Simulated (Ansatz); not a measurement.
**C4H: harmonic frequencies at the relaxed geometry in Python**

At which frequencies does C4H vibrate? A script is to give harmonic frequencies at the relaxed geometry; the system is C4H.

All numbers are computed with Ansatz 0.2.0 through its Python package. Level of theory: Hartree-Fock/def2-SVP.

## Step 1: The structure

Bond lengths: C1–C2 1.205 Å, C2–C3 1.412 Å, C3–C4 1.205 Å, C4–H5 1.058 Å. Angles: C1–C2–C3 180.0°, C2–C3–C4 180.0°, C3–C4–H5 180.0°.

The script holds or builds the structure itself.

## Step 2: The code

c4h_freq.py reads:

```python
"""Harmonic frequencies of C4H at its relaxed geometry."""

import argparse
import itertools

import ansatz as az
from ase.data import atomic_numbers, covalent_radii
import numpy as np

parser = argparse.ArgumentParser(description="Harmonic frequencies of C4H at its relaxed geometry.")
parser.add_argument("--basis", default="def2-SVP", help="basis")
parser.add_argument("--functional", required=True, help="exchange-correlation functional")
args = parser.parse_args()

GEOMETRY = """
C     2.28430    1.02680    0.06120
C     1.18530    0.53280    0.03180
C    -0.10220   -0.04590   -0.00270
C    -1.20120   -0.54000   -0.03220
H    -2.16620   -0.97370   -0.05800
"""

c4h = az.Crystal.molecule()
for line in GEOMETRY.strip().splitlines():
    symbol, *xyz = line.split()
    c4h = c4h.atom(symbol, [float(v) for v in xyz])

base = c4h.calculation()
base = base.basis(gaussian=args.basis)
base = base.functional(args.functional).spin("collinear", total=1)
symbols = [site.symbol for site in c4h.cartesian_sites]
start = np.array([site.position_ang for site in c4h.cartesian_sites], dtype=float)
data = base.relax(force_tolerance=0.003, max_steps=100).run().report
end = np.array(data["positions_ang"])

# pairs closer than 1.2 times the sum of covalent radii, before or after
radius = [covalent_radii[atomic_numbers[s]] for s in symbols]
span = lambda where, i, j: np.linalg.norm(where[i] - where[j])
bonded = [(i, j) for i, j in itertools.combinations(range(len(symbols)), 2) if min(span(start, i, j), span(end, i, j)) < 1.2 * (radius[i] + radius[j])]
print("pair        before    after (A)")
for i, j in bonded:
    print(f"{symbols[i]}{i}-{symbols[j]}{j}".ljust(10), f"{span(start, i, j):8.4f} {span(end, i, j):8.4f}")

# same settings at the minimum
minimum = az.Crystal.molecule()
for symbol, place in zip(symbols, end):
    minimum = minimum.atom(symbol, place.tolist())
vibrating = (
    minimum.calculation()
    .basis(gaussian=args.basis)
    .functional(args.functional)
    .spin("collinear", total=1)
    .phonons(temperatures=(298.15, 498.15, 100))
)
vib = vibrating.run().report["vibrations"]
sums = vib["harmonic_sums"]
modes = [m["omega_inv_cm"] for m in sums["modes_at_gamma"] if m["rigid_motion"] == "no"]
print("frequencies (1/cm):", " ".join(f"{w:.0f}" for w in modes))
print("imaginary modes:", sum(w < 0 for w in modes), " zero-point energy:", round(sums["zero_point_energy_ev"], 4), "eV")
print("T (K)   F_vib (eV)   S_vib (meV/K)   C_vib (meV/K)")
for row in zip(sums["temperatures_k"], sums["vibrational_free_energy_ev"], vib["entropy_ev_per_k"], vib["heat_capacity_ev_per_k"]):
    print(f"{row[0]:6.1f} {row[1]:11.4f} {1000 * row[2]:13.4f} {1000 * row[3]:15.4f}")

# all hydrogen replaced by deuterium
heavier = vibrating.phonons(masses={"H": 2.014102}).run().report["vibrations"]["harmonic_sums"]
print("deuterated (1/cm):", " ".join(f"{m['omega_inv_cm']:.0f}" for m in heavier["modes_at_gamma"] if m["rigid_motion"] == "no"))
print("zero-point energy falls by", round(sums["zero_point_energy_ev"] - heavier["zero_point_energy_ev"], 4), "eV")
```

## Step 3: The input behind the calls

The package turns the script's settings into the engine's input (first run):

```yaml
crystal:
  periodic: [false, false, false]
  atoms:
    - { symbol: C, position_ang: [2.2843, 1.0268, 0.0612] }
    - { symbol: C, position_ang: [1.1853, 0.5328, 0.0318] }
    - { symbol: C, position_ang: [-0.1022, -0.0459, -0.0027] }
    - { symbol: C, position_ang: [-1.2012, -0.54, -0.0322] }
    - { symbol: H, position_ang: [-2.1662, -0.9737, -0.058] }
basis:
  gaussian:
    orbitals: def2-SVP
hamiltonian:
  xc: hf
magnetization:
  spin_polarized: true
  initial_magnetization: 1.0
relax:
  f_tol: 0.003
  max_steps: 100
```

## Step 4: Launch

Started as:

```
$ python c4h_freq.py --functional HF
```

Without the output at hand: what should come out? Wanted: highest frequency; imaginary modes; zero-point energy.

**Answer**, as computed:

```
         quantity      value
    runs compared          3
highest frequency  3580 cm⁻¹
  imaginary modes          2
zero-point energy   0.686 eV
```

What this shows: Run 1: The relaxation took 5 moves; the largest shift is 0.032 Å, of atom 2 (C). An imaginary frequency shows that the geometry is no minimum at this level. The values are harmonic; measured fundamentals also hold anharmonic shifts, mostly downward for stretches. The frequencies are harmonic and unscaled, in a modest basis. The result belongs to the one conformer reached from this start, and soft torsions count as harmonic oscillators. The species is open-shell (spin multiplicity 2).
